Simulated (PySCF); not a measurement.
Gas-phase reaction: BF2OH + H2O ⇌ BHF2 + 2 OH

Method: PySCF energies (xtb for GFN2) plus ideal-gas RRHO corrections (1 bar). † marks an energy on the PBE0/def2-TZVP geometry and frequencies; other levels use their own. CCSD(T) freezes the core. Open shells (unrestricted): OH (multiplicity 2); the rest are closed-shell singlets. GFN2 has no spin-polarisation term. Spin-orbit splitting is ignored; it lowers the true energy and changes the entropy of OH. BF2OH: computed as isolated molecules; such fragments, hydroxides, amides, oligomers or adducts are transient or little studied in the gas. CCSD(T) isn't extrapolated to the basis-set limit.

```csv
level,"ΔH°(298 K), kJ"
BLYP/def2-TZVP†,640
CCSD(T)/def2-SVP†,640
CCSD(T)/def2-TZVPP†,656
GFN2-xTB,___
PBE/def2-SVP,689
PBE0/def2-TZVP,___
ωB97M-V/def2-TZVP†,___
ωB97X-V/def2-TZVP†,___
```

Some entries are withheld; supply them.


- GFN2-xTB, ΔH°(298 K), kJ: 839
- PBE0/def2-TZVP, ΔH°(298 K), kJ: 652
- ωB97M-V/def2-TZVP†, ΔH°(298 K), kJ: 663
- ωB97X-V/def2-TZVP†, ΔH°(298 K), kJ: 652
